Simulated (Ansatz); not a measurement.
# SiH₅O (doublet): from Hartree-Fock to the top rungs at distance Si1–H5 along a hydrogen transfer = 1.485 Å, cc-pVDZ

How much of the correlation energy of SiH₅O (doublet) does each wave-function method recover here?

Computed with Ansatz 0.2.0, Gaussian basis. Level: cc-pVDZ, correlated electrons: outside noble gas.

To be run: UHF; CCSD(T) on ROHF; CCSD(T) on UHF; BCCD(T) on ROHF; CISD; CCSDT(Q) on ROHF; CCSDT(Q) on UHF; CASSCF and MRCISD+Q, 3 electrons in 3 orbitals; CASSCF and NEVPT2, 3 electrons in 3 orbitals.

## (1) The system

The geometry derives from fragments relaxed apart (PBE0/def2-TZVP) and kept rigid, so it is no stationary point. A hydrogen atom is moved between rigid fragments.

7 atoms, charge 0, spin multiplicity 2.

Atoms are counted from 1 here; the program's logs count them from 0.

Bond lengths: Si1–H2 1.485 Å, Si1–H3 1.485 Å, Si1–H4 1.485 Å, Si1–H5 1.485 Å, O6–H7 0.973 Å. Angles: H2–Si1–H3 109.5°, H2–Si1–H4 109.5°, H2–Si1–H5 109.5°, H3–Si1–H4 109.5°, H3–Si1–H5 109.5°, H4–Si1–H5 109.5°.

In the tables R marks a restricted open-shell determinant and U an unrestricted one; 'pair' is the active space of 3 electrons in 3 orbitals; correlation energies count from the lowest restricted Hartree-Fock solution.

## (2) UHF

Input file in.yaml:

```yaml
crystal:
  periodic: [false, false, false]
  atoms:
    - {symbol: Si, position_ang: [-0.980436, 0.019286, 0.000000]}
    - {symbol: H, position_ang: [-1.475308, 1.418994, 0.000000]}
    - {symbol: H, position_ang: [-1.475307, -0.680568, 1.212183]}
    - {symbol: H, position_ang: [-1.475308, -0.680568, -1.212182]}
    - {symbol: H, position_ang: [0.504179, 0.019286, 0.000000]}
    - {symbol: O, position_ang: [1.836564, 0.019286, -0.000001]}
    - {symbol: H, position_ang: [2.088423, -0.920664, -0.000001]}
basis:
  gaussian: {orbitals: cc-pVDZ}
magnetization: {spin_polarized: true, initial_magnetization: 1}
hamiltonian: {xc: hf}
output: {orbitals: {seedname: orbitals}}
```

Run with:

```bash
$ ansatz run in.yaml --threads 1 --pin off --events-out ev --progress --plain --max-ram 2816MiB --backend cpu
```

The runs that follow: CCSD(T) on ROHF; CCSD(T) on UHF; BCCD(T) on ROHF; CISD; CCSDT(Q) on ROHF; CCSDT(Q) on UHF; CASSCF and MRCISD+Q, 3 electrons in 3 orbitals; CASSCF and NEVPT2, 3 electrons in 3 orbitals.

Before running them: what should the planned runs give, taken together? Wanted: correlation energy, UCCSDT(Q); RMP2 from UCCSDT(Q); UMP2 from UCCSDT(Q); RCCSD from UCCSDT(Q); RCCSD(T) from UCCSDT(Q); UCCSD(T) from UCCSDT(Q); RCCSDT(Q) from UCCSDT(Q); NEVPT2 pair from UCCSDT(Q); MRCISD+Q pair from UCCSDT(Q).

**Answer**, as computed:

```
                                      quantity                               value
                 correlation energy, UCCSDT(Q)                          -9.5492 eV
                           RMP2 from UCCSDT(Q)                         +1419.8 meV
                           UMP2 from UCCSDT(Q)                         +1434.3 meV
                          RCCSD from UCCSDT(Q)                          +226.4 meV
                       RCCSD(T) from UCCSDT(Q)                           +43.8 meV
                       UCCSD(T) from UCCSDT(Q)                           +43.9 meV
                      RCCSDT(Q) from UCCSDT(Q)                            +0.4 meV
                    NEVPT2 pair from UCCSDT(Q)                         +1334.6 meV
                  MRCISD+Q pair from UCCSDT(Q)                          +165.4 meV
levels of the table within 1 kcal/mol (43 meV)  BCCD(T), RCCSDT, UCCSDT, RCCSDT(Q)
                                 T1 diagnostic                               0.031
```

In words: RCCSD(T) misses by +43.8 meV, 0.5 % of the correlation energy. Of the multireference levels listed MRCISD+Q pair comes nearest in total energy (+165.4 meV), which doesn't show that its space is the better one. These misses are within one basis, not against nature; the frozen cores of restricted and unrestricted runs differ, which can shift their rows.
